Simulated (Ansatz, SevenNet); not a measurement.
## 1T (CdI2-type) TaS2 (undistorted form, which takes a superstructure on cooling): properties by level of theory

```tsv
level (code)	equilibrium lattice constant a (Å)	lattice parameter c (Å)
SevenNet-0	[?]	[?]
PBEsol (Ansatz)	3.320	5.939
HSE06-D3(BJ) (Ansatz)	3.302	5.694
PBE0 (Ansatz)	[?]	[?]
```

Q: What belongs in the gaps?

A: 
- SevenNet-0, equilibrium lattice constant a (Å): 3.374
- SevenNet-0, lattice parameter c (Å): 6.666
- PBE0 (Ansatz, an electronic-structure program), equilibrium lattice constant a (Å): 3.355
- PBE0 (Ansatz), lattice parameter c (Å): 6.537

Caveats: exact exchange on metals is sensitive to the k mesh and can open a false gap (HSE06-D3(BJ)); the cell comes from a level without a dispersion term, which matters for the spacing of layers, chains or molecules (PBEsol, PBE0); the run warned that the count of filled bands differs between k points (HSE06-D3(BJ)). Ansatz's density-functional and Hartree–Fock values are scalar-relativistic unless marked +SOC, with PAW data made under PBE.

The computed numbers hold no vibrational or temperature effects.
